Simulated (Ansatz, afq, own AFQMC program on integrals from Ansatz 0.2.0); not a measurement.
Integrals from Ansatz 0.2.0, then the random walk in our own AFQMC program (afq).

```yaml
crystal:
  periodic: [false, false, false]
  atoms:
    - {symbol: Mo, position_ang: [-0.402987, 0.001237, -0.000278]}
    - {symbol: N, position_ang: [2.203913, -0.006764, 0.001519]}
    - {symbol: H, position_ang: [2.574315, -0.951071, 0.006708]}
    - {symbol: H, position_ang: [2.578112, 0.467943, 0.816116]}
    - {symbol: H, position_ang: [2.579212, 0.459398, -0.817494]}
basis:
  gaussian: {orbitals: def2-SVP}
magnetization: {spin_polarized: true, initial_magnetization: 6}
correlation: {method: ccsd_t, electrons: outside_noble_gas, hamiltonian_folder: ham}
```

```sh
$ ansatz run in.yaml --threads 1 --pin off --events-out ev --progress --plain --max-ram 24576MiB --backend cuda --devices 0, --max-vram 18GiB
```

Options of the walk:

```
--method free --trial cisd --walkers 4000 --time-step 0.03 --max-blocks 4000 --target-error 0.00044 --factor-cut 1e-05 --seed 2602 --times 0,0.21,0.42,0.81,1.2,1.8,2.4,3 --taylor-order 8
```

Times are imaginary, in 1/Eh. The walk had a cap of 97 s. Core potentials past Kr, no spin–orbit coupling.

Output of the walk:

```
orbitals 55  electrons 10 4  factors 460 of 629
reference energy -123.70126629 Eh
CCSD correlation -0.26918056 Eh in 11 cycles, weight of the determinant in the CISD state 0.9051
repeat  energy at the last time / Eh  error
    10  -123.977244  0.000139
    20  -123.976914  0.000135
    30  -123.976911  0.000109
time / (1/Eh)  energy / Eh  error  mean overlap
  0.00  -123.970463  0.000040  1.1048
  0.21  -123.974052  0.000048  1.1038
  0.42  -123.975346  0.000031  1.1048
  0.81  -123.976217  0.000050  1.1075
  1.20  -123.976624  0.000052  1.1093
  1.80  -123.976743  0.000064  1.1121
  2.40  -123.976839  0.000087  1.1129
  3.00  -123.976904  0.000106  1.1150
energy -123.976904 +/- 0.000106 Eh
```

The run passed its tests (error under three times the target), which doesn't prove that it has relaxed.

Against this walk (error 2.9 meV) on the same determinant: CCSD(T) 22.6 meV higher, CCSDT(Q) 0.9 meV lower (within the noise). The error is statistical, and a free projection of finite length keeps a remainder of its start. The last points still move (meV from the last: 18.7 ± 1.4 at 0.81, 7.6 ± 1.4 at 1.20, 4.4 ± 1.7 at 1.80, 1.8 ± 2.4 at 2.40, 0 ± 3 at 3.00), but the last one has reached CCSDT(Q) within the noise or passed it, so little can be left to fall.

Cautions: remainder of the start not in the error; no spin-orbit coupling; outer-core shells of the metal frozen; higher spins were not checked.

The walk took 70 s on 1 × NVIDIA H100 80GB HBM3 with 2 threads of AMD EPYC 7R13 Processor (Zen 3), on a shared host (the card was shared). The log's last line is the free-projection energy.

CCSDT and higher add their correlation energy to the determinant of the CCSD(T) run, since their own runs factorise the integrals more tightly (a shift of under 2 meV). A walk keeps the symmetry of its determinant, which the program's search chose and which needn't be the lowest solution, so a lower state of the same spin and another symmetry isn't excluded.
